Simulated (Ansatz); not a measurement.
Compare A (`C1CCCCC1`) with its isomer B (`CCC=C(C)C`).

Computed with Ansatz on PBE0-D4/def2-TZVP structures; ΔE is electronic, products minus reactants. CBS: MP2 limit from def2 TZ/QZ plus the TZ coupled-cluster correction, frozen cores. Functionals use def2-TZVPP. B3LYP here is the variant with VWN-RPA as its local correlation; programs differ in this. Each species was taken in one conformer, which may not be the lowest.

(1) Which isomer does CCSD(T)/CBS put lower? Give the gap. (An estimate is asked.)

(2) Give E(B) − E(A) in kcal/mol with B2PLYP, PBE0-D4, r2SCAN-D4, MP2/def2-TZVPP, PBE-D4, B3LYP, CCSD(T)/def2-TZVPP. (An estimate is asked.)

Largest T1 diagnostic: 0.009.

Answers

(1) Ansatz gave: A, by 11.1 kcal/mol.

(2) The calculation gave: B2PLYP 7.9, PBE0-D4 12.8, r2SCAN-D4 10.0, MP2/def2-TZVPP 12.5, PBE-D4 9.5, B3LYP 5.3, CCSD(T)/def2-TZVPP 11.2. None reverses the order clearly.

From PBE to PBE0 (25 % exact exchange), in def2-TZVPP and without D4, E(B) − E(A) moves by +3.5 kcal/mol. In def2-TZVPP, CCSD(T) changes the Hartree–Fock value by +3.9 kcal/mol (the triples alone add −0.5 kcal/mol) and MP2 by +5.2 kcal/mol.
